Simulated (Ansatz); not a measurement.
Write a Python script for Ansatz's Python interface that makes a rigid scan of one bond length of AlH3NO, SMILES [NH2][Al][OH]. Use (for the species named): PBE, 6-31G* basis, multiplicity 2.

```xyz
6

N    -1.1030    0.1389   -0.4632
Al    0.6936   -0.2897   -0.3672
O     1.4035   -0.7286    1.2394
H    -1.5172   -0.4620   -1.1614
H    -1.1945    1.1312   -0.9140
H     1.7596    0.1461    1.6202
```

Script `alh3no_scan.py`:
```python
# -*- coding: utf-8 -*-
"""Stretching a bond of AlH3NO, the rest held rigid."""

import logging
import sys

import ansatz as az
import numpy as np

logging.basicConfig(stream=sys.stdout, format="%(levelname)s:%(name)s:%(message)s")
log = logging.getLogger("calc")
log.setLevel(logging.INFO)

mol = (
    az.Crystal.molecule()
    .atom("N", (-1.103, 0.1389, -0.4632))
    .atom("Al", (0.6936, -0.2897, -0.3672))
    .atom("O", (1.4035, -0.7286, 1.2394))
    .atom("H", (-1.5172, -0.462, -1.1614))
    .atom("H", (-1.1945, 1.1312, -0.914))
    .atom("H", (1.7596, 0.1461, 1.6202))
)

symbols = [site.symbol for site in mol.cartesian_sites]
start = np.array([site.position_ang for site in mol.cartesian_sites])
axis = (start[2] - start[1]) / np.linalg.norm(start[2] - start[1])
moving = [2, 5]
lengths, energies = [1.593, 1.666, 1.738, 1.81, 1.883, 1.955, 2.028, 2.136], []
for length in lengths:
    xyz = start.copy()
    xyz[moving] += (length - np.linalg.norm(start[2] - start[1])) * axis
    point = az.Crystal.molecule()
    for symbol, place in zip(symbols, xyz):
        point = point.atom(symbol, place.tolist())
    base = (
        point.calculation()
        .basis(gaussian="6-31G*")
        .functional("PBE")
        .spin("collinear", total=1)
    )
    report = base.run().report
    energies.append(report["free_energy_ev"])
    log.info(f"r = {length:6.3f} A  E = {energies[-1]:.5f} eV  <S^2> = {abs(report['mean_field']['state']['spin_squared']):.3f}")

# quartic fit about the minimum
fit = np.polynomial.Polynomial.fit(lengths, np.array(energies) - min(energies), 4).convert()
roots = [r.real for r in fit.deriv().roots() if abs(r.imag) < 1e-9 and fit.deriv(2)(r.real) > 0]
r_e = min(roots, key=lambda r: abs(r - lengths[int(np.argmin(energies))]))
log.info(f"minimum of the fit at {r_e:.4f} A, force constant {fit.deriv(2)(r_e):.2f} eV/A^2")
```

`python alh3no_scan.py` gives:
```text
INFO:calc:r =  1.593 A  E = -10174.47860 eV  <S^2> = 0.752
INFO:calc:r =  1.666 A  E = -10174.76708 eV  <S^2> = 0.752
INFO:calc:r =  1.738 A  E = -10174.86983 eV  <S^2> = 0.752
INFO:calc:r =  1.810 A  E = -10174.84713 eV  <S^2> = 0.752
INFO:calc:r =  1.883 A  E = -10174.73700 eV  <S^2> = 0.752
INFO:calc:r =  1.955 A  E = -10174.57200 eV  <S^2> = 0.752
INFO:calc:r =  2.028 A  E = -10174.36956 eV  <S^2> = 0.752
INFO:calc:r =  2.136 A  E = -10174.03831 eV  <S^2> = 0.753
INFO:calc:minimum of the fit at 1.7580 A, force constant 22.06 eV/A^2
```

Caveats:
- Total energies depend on the basis set; only differences at equal settings carry meaning.
- The rest of the molecule is held rigid at a force-field or estimated start geometry, and the basis set is modest; single-reference methods fail as a bond breaks.
- The species is open-shell (spin multiplicity 2).
- Hardware and time: 12 s on 1 thread of Arm Neoverse V2, on a shared host, peak memory 0.18 GiB.
